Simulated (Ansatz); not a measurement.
A calculation with Ansatz (development build ahead of 0.2.0).

```yaml
crystal:
  periodic: [false, false, false]
  atoms:
    - { symbol: Si, position_ang: [0.0, 0.0, 0.0] }
    - { symbol: Si, position_ang: [0.0, 0.0, 2.4706] }
basis:
  gaussian: { orbitals: def2-SVP }
magnetization:
  spin_polarized: true
  initial_magnetization: 2
hamiltonian:
  xc: hf
correlation:
  method: mp2
  frozen_orbitals: { Si: 5 }
```

The input is written out in the form of the current development build from the run's settings.

Output:

```json
{
  "Converged": "yes",
  "Reference energy": "-577.55394 hartree",
  "Correlation energy": "-0.12065 hartree",
  "Total energy": "-577.67459 hartree",
  "Spin squared of the determinant": "2.135",
  "Stability test": "minimum"
}
```

Messages of the program:
```
mean field -15716.04346236 eV, -577.5539445249 hartree, gradient 7.8e-7 eV, S^2 2.134589; 20 other ends of a descent, 0 dependent functions left out
```

Caution: the unrestricted determinant is spin contaminated; the determinant may break the point group; another reference gives a lower total.
